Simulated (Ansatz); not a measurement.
A made-up structure of C$_{2}$H$_{7}$Si (charge -1), closed shell:

| atom | x (Å) | y (Å) | z (Å) |
| --- | --- | --- | --- |
| C1 | -1.6060 | 0.3882 | -0.5821 |
| Si2 | 0.9090 | -0.8540 | 0.7428 |
| C3 | 0.1268 | 0.5677 | -0.2638 |
| H4 | -1.9771 | -0.4266 | -1.2066 |
| H5 | -2.2247 | 1.2842 | -0.6356 |
| H6 | 0.3241 | 1.4560 | 0.2799 |
| H7 | 0.8557 | 0.6314 | -1.0308 |
| H8 | 0.7000 | -2.0839 | 0.0644 |
| H9 | 0.2945 | -0.9598 | 2.0185 |
| H10 | 2.3084 | -0.6778 | 0.9072 |

It is relaxed with PBE-D4/def2-SVPD and then PBE0-D4/def2-TZVPD (Ansatz 0.2.0). Atoms count as bonded within 1.22 times the sum of their covalent radii (H–H: 0.88 Å). The end point is not checked to be a true minimum.

Task: Does its bonding change? (A judgement: the text doesn't fix the answer.)

Result: The calculation gives: Yes. Formed: C1–Si2; broken: none.

Where it ends: The first stage lowers the energy by 1.45 eV in 19 steps. It ends as C₂H₇Si ([CH2]1[CH2][SiH3]1), total charge -1:
C1  (-1.113, 0.047, -0.329)
Si2  (0.480, -0.752, 0.588)
C3  (0.262, 0.789, -0.423)
H4  (-1.491, -0.305, -1.296)
H5  (-1.887, 0.618, 0.197)
H6  (0.319, 1.766, 0.063)
H7  (0.711, 0.851, -1.417)
H8  (0.501, -2.070, -0.161)
H9  (-0.073, -0.734, 2.000)
H10  (2.003, -0.884, 1.073)
(Å)

Labels in which every atom is bracketed show which atoms are joined, not bond orders.

For scale, one of the runs: PBE0-D4/def2-TZVPD relaxation, 180 basis functions, launched by `ansatz run in.yaml --threads 2 --pin off --events-out ev --progress --plain --max-ram 4352MiB`. Hardware: 2 CPU threads of an Intel Xeon Platinum 8259CL, shared host. Wall time about 69 s.
